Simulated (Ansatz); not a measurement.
# C₂H₂FO+ (SMILES [OH+]=C=CF): functionals against CCSD(T) at one geometry

The task here is to estimate one member of a computed series from the others.

Method: single points in def2-TZVPP; program: Ansatz 0.2.0, Gaussian basis.

Correlated methods freeze the cores.

### The system as given

SMILES `[OH+]=C=CF`, 6 atoms, charge 1, spin multiplicity 1.

Atoms are counted from 1 here; the program's logs count them from 0.

Bond lengths: O1–C2 1.248 Å, O1–H5 1.009 Å, C2–C3 1.354 Å, C3–F4 1.371 Å, C3–H6 1.111 Å. Angles: C2–O1–H5 124.1°, O1–C2–C3 172.4°, C2–C3–F4 129.4°, C2–C3–H6 115.2°, F4–C3–H6 115.4°.

Geometry (Å):

```csv
atom,x (Å),y (Å),z (Å)
O1,-0.42710,1.31860,-0.87570
C2,-0.20610,0.29000,-0.20420
C3,0.07660,-0.71470,0.65840
F4,-0.35130,-2.01680,0.64820
H5,0.12230,1.60230,-1.67340
H6,0.75530,-0.44310,1.49440
```

Set-up of the first run:

Input file run/in.yaml:

```yaml
crystal:
  periodic: [false, false, false]
  atoms:
    - {symbol: O, position_ang: [-0.427100, 1.318600, -0.875700]}
    - {symbol: C, position_ang: [-0.206100, 0.290000, -0.204200]}
    - {symbol: C, position_ang: [0.076600, -0.714700, 0.658400]}
    - {symbol: F, position_ang: [-0.351300, -2.016800, 0.648200]}
    - {symbol: H, position_ang: [0.122300, 1.602300, -1.673400]}
    - {symbol: H, position_ang: [0.755300, -0.443100, 1.494400]}
basis:
  gaussian: {orbitals: def2-TZVPP}
total_charge: 1
correlation: {method: ccsd_t}
output: {forces: true}
```

The command line of these runs was not kept.

Steps of the session up to this table: CCSD(T)/def2-TZVPP; PBE0-D4/def2-TZVPP; wB97M-V/def2-TZVPP; r2SCAN-D4/def2-TZVPP; PBE-D4/def2-TZVPP; SPW92/def2-TZVPP; BHLYP-D4/def2-TZVPP.

One of the session's tables, all rows but one given; the rest of the session is left out.

```
   method  RMS force component (eV/Å)  angle to CCSD(T) forces (°)
  CCSD(T)                       0.882                    reference
  PBE0-D4                           ?                            ?
  wB97M-V                       0.994                         13.8
r2SCAN-D4                       0.964                         13.8
   PBE-D4                       0.832                         17.6
    SPW92                       1.112                         25.9
 BHLYP-D4                       1.228                         16.9
```

Q: Estimate the row for PBE0-D4 from the others.

As computed: RMS force component (eV/Å): 1.074; angle to CCSD(T) forces (°): 14.9. In the column «RMS force component (eV/Å)» it lies between wB97M-V (0.994) and SPW92 (1.112).
